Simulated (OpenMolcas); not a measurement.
# Worked example: vertical energy of the quartet above the doublet of CHS (thioformyl radical)

The species is CHS (3 atoms), meant as a doublet with charge 0. As SMILES, `[CH]=S`. The coordinates come from a GFN2-xTB relaxation.

```tsv
atom	x (Å)	y (Å)	z (Å)
C	-0.1625	0.3693	-0.0459
S	1.1312	-0.2333	0.5945
H	-0.9687	-0.1360	-0.5486
```

Both states at this one shape; open shells run unrestricted unless said. 1 Eh = 27.2114 eV.

```tsv
level	program	doublet CHS (Eh)	quartet CHS (Eh)
ROHF/STO-3G	OpenMolcas	-431.036508	-430.976519
UM06-2X/STO-3G	OpenMolcas	-431.901271	-431.771229
ROCCSD(T)/STO-3G, 6 core orbitals frozen	OpenMolcas	-431.164509	-431.025422
```

Problem. Work out the vertical gap, second state less first, at each level.

Solution. 
1. ROHF/STO-3G: -430.976519 − (-431.036508) = 0.059989 Eh = 1.63 eV.
2. UM06-2X/STO-3G: -431.771229 − (-431.901271) = 0.130042 Eh = 3.54 eV.
3. ROCCSD(T)/STO-3G: -431.025422 − (-431.164509) = 0.139087 Eh = 3.78 eV.

No measured value is set beside it here; the levels span 1.63 to 3.78 eV. Hartree–Fock favours the state with fewer electron pairs, since it lacks pair correlation. Minimal sets are far from the basis-set limit.
